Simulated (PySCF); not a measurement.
BH2(CH2SiH3) ([H]B([H])C[SiH3], CH7BSi)

Geometry:
```json
{"atom": "B1", "x (Å)": "0.721", "y (Å)": "1.201", "z (Å)": "-0.653"}
{"atom": "H2", "x (Å)": "1.885", "y (Å)": "1.212", "z (Å)": "-0.531"}
{"atom": "H3", "x (Å)": "0.134", "y (Å)": "2.215", "z (Å)": "-0.619"}
{"atom": "C4", "x (Å)": "-0.038", "y (Å)": "-0.135", "z (Å)": "-0.800"}
{"atom": "Si5", "x (Å)": "-0.474", "y (Å)": "-0.744", "z (Å)": "0.965"}
{"atom": "H6", "x (Å)": "-0.982", "y (Å)": "-0.056", "z (Å)": "-1.337"}
{"atom": "H7", "x (Å)": "0.545", "y (Å)": "-0.931", "z (Å)": "-1.262"}
{"atom": "H8", "x (Å)": "0.737", "y (Å)": "-0.968", "z (Å)": "1.757"}
{"atom": "H9", "x (Å)": "-1.333", "y (Å)": "0.221", "z (Å)": "1.655"}
{"atom": "H10", "x (Å)": "-1.196", "y (Å)": "-2.014", "z (Å)": "0.824"}
```

Computed, not measured: GIAO mPW1PW91/def2-SVP magnetisability, rotational g tensor and spin-rotation constants, non-relativistic, gas phase (PySCF 2.14.0). Geometry: GFN2-xTB.

Q: Give the nuclear spin-rotation constants along the inertial axes (H = +C I·J) beside the isotropic shieldings.

A: Rotational constants 22.1957, 5.4176, 4.9037 GHz. A star marks the isotopologue with that one atom substituted, in its own axes.
| atom | isotope | Caa (kHz) | Cbb (kHz) | Ccc (kHz) | mean (kHz) | σ (ppm) |
| --- | --- | --- | --- | --- | --- | --- |
| B1 | 11B | 5.458 | 1.502 | 2.292 | 3.084 | 33.6 |
| H2 | 1H | -1.509 | -0.361 | 0.335 | -0.512 | 24.1 |
| H3 | 1H | -1.506 | -0.362 | 0.335 | -0.511 | 24.1 |
| H6 | 1H | -2.320 | -0.343 | -0.129 | -0.931 | 29.9 |
| H7 | 1H | -2.319 | -0.344 | -0.129 | -0.930 | 29.9 |
| H8 | 1H | -2.048 | -0.296 | -0.031 | -0.792 | 28.1 |
| H9 | 1H | -2.049 | -0.295 | -0.032 | -0.792 | 28.1 |
| H10 | 1H | -0.711 | -0.101 | -0.474 | -0.428 | 27.7 |
| C4 | 13C* | 2.687 | 0.516 | 0.862 | 1.355 | 175.0 |
| Si5 | 29Si* | -9.929 | -2.535 | -2.275 | -4.913 | 491.1 |

For the geometry as given, no vibrational averaging.
